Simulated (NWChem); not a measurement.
# Dipole moment of silicon monoxide (OSi)

```xyz
2

Si     0.0000     0.0000     0.5539
O      0.0000     0.0000    -0.9694
```
Charge 0, spin multiplicity 1.

Everything below was run with NWChem. The geometry was optimised at PBE0/def2-SVP, a minimum by its harmonic frequencies.

Basis set: def2-SVPD. The CCSD dipole comes from the Λ equations, without orbital relaxation.

The correlated methods keep 6 core orbitals frozen. B3LYP has NWChem's definition, with VWN1-RPA local correlation. Coupled-cluster values serve here as a point of comparison, not as the truth.

```csv
method,dipole moment (D)
LDA (SVWN5),___
HF,___
PBE,2.93
CCSD,3.13
B3LYP,___
```

Question: Complete the blanks.

Answer: 
- LDA (SVWN5), dipole moment (D): 3.00
- HF, dipole moment (D): 3.81
- B3LYP, dipole moment (D): 3.24
